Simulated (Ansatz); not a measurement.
# Si2 (singlet): the correlation ladder, cc-pVTZ

An exercise on one series of results from a longer session: the logs are not shown, and one member is left open.

Method: cc-pVTZ, core rule «outside noble gas», up to 10 orbitals frozen; program: Ansatz 0.2.0, Gaussian basis.

To be run: UHF; CCSD(T) on RHF; CCSD(T) on UHF; BCCD(T) on RHF; CISD; CCSDT(Q) on RHF; CCSDT(Q) on UHF; CASSCF and MRCISD+Q, 8 electrons in 8 orbitals; CASSCF and NEVPT2, 8 electrons in 8 orbitals.

15 further runs of the same task are left out: 2 that didn't finish, 13 set aside as unsound or not needed.

### The system

The geometry is a PBE0/def2-TZVP stationary point (not a proven minimum) of the parent state, kept for this charge and spin.

2 atoms, charge 0, spin multiplicity 1.

Atoms are counted from 1 here; the program's logs count them from 0.

Bond lengths: Si1–Si2 2.255 Å.

The first run:

The input, in.yaml:

```yaml
crystal:
  periodic: [false, false, false]
  atoms:
    - {symbol: Si, position_ang: [0.000000, 0.000000, 0.000000]}
    - {symbol: Si, position_ang: [0.000000, 0.000000, 2.254714]}
basis:
  gaussian: {orbitals: cc-pVTZ}
magnetization: {spin_polarized: true, initial_magnetization: 0}
hamiltonian: {xc: hf}
output: {orbitals: {seedname: orbitals}}
```

On the command line:

```console
$ ansatz run in.yaml --threads 1 --pin off --events-out ev --progress --plain --max-ram 2393MiB
```

Among the steps run: UHF; CCSD(T) on RHF; CCSD(T) on UHF; BCCD(T) on RHF; CISD; CCSDT(Q) on RHF; CCSDT(Q) on UHF; CASSCF and MRCISD+Q, 8 electrons in 8 orbitals; CASSCF and NEVPT2, 8 electrons in 8 orbitals.

One table of the session follows, with a row left open; its other results are not shown here.

It belongs to the step «Misses and costs». 

| method | from RCCSDT(Q) (kJ/mol) |
| --- | --- |
| RHF | +596.8 |
| UHF | +508.1 |
| RMP2 | ? |
| UMP2 | +94.5 |
| CISD | +100.3 |
| RCCSD | +48.1 |
| UCCSD | +8.1 |
| RCCSD(T) | +14.2 |
| UCCSD(T) | -23.5 |
| BCCD(T) | +14.2 |
| RCCSDT | +7.1 |
| UCCSDT | -38.3 |
| RCCSDT(Q) | 0 |
| UCCSDT(Q) | -47.1 |
| CASSCF valence | +386.0 |
| NEVPT2 valence | +117.3 |
| MRCISD valence | +47.6 |
| MRCISD+Q valence | +15.1 |

Estimate the missing values for RMP2.

**Answer.** from RCCSDT(Q) (kJ/mol): +142.2. In the column «from RCCSDT(Q) (kJ/mol)» it lies between NEVPT2 valence (+117.3) and CASSCF valence (+386.0).

The program flags UCCSD(T), UCCSDT(Q) as in doubt (see the logs), so those rows may rest on another solution; read them beside their warnings.

Limits of these values: The determinant is far from a pure spin state, so its energy mixes those of several spin states (harmless only where they are near-degenerate, as at dissociation). The program flags UCCSD(T), UCCSDT(Q) as in doubt, so those rows may rest on another solution; read them beside their warnings. Warnings: restricted reference is unstable; spin contamination. Restricted and unrestricted rows rest on different reference determinants; where their highest levels disagree by more than a few hundredths of an eV, they describe different states and don't form one ladder.
